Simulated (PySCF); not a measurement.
trimethylamine (C3H9N), SMILES CN(C)C.

Geometry: B3LYP-D3(BJ)/def2-SVP.

Two levels are set side by side: PBE/def2-TZVP (PySCF) and r2SCAN/def2-TZVP (PySCF). Same geometry, gas phase. Differences are taken from unrounded values.

```csv
quantity,r2SCAN
orbital gap (eV),6.02
highest occupied level (eV),-4.98
lowest empty level (eV),1.05
dipole moment (D),0.37
mean polarisability (bohr³),49.6
```

Q: What does PBE give, and how far is it from r2SCAN? (The exact figures need the calculation; the answer reports its results.)

A: 
```
quantity                       PBE  PBE minus r2SCAN
---------------------------  -----  ----------------
orbital gap (eV)              5.09             -0.93
highest occupied level (eV)  -4.74              0.24
lowest empty level (eV)       0.35             -0.69
dipole moment (D)             0.34             -0.03
mean polarisability (bohr³)   50.8               1.3
```

Rough cost on one machine, each run with all the roots and properties that it gave: r2SCAN against PBE about 4 times.
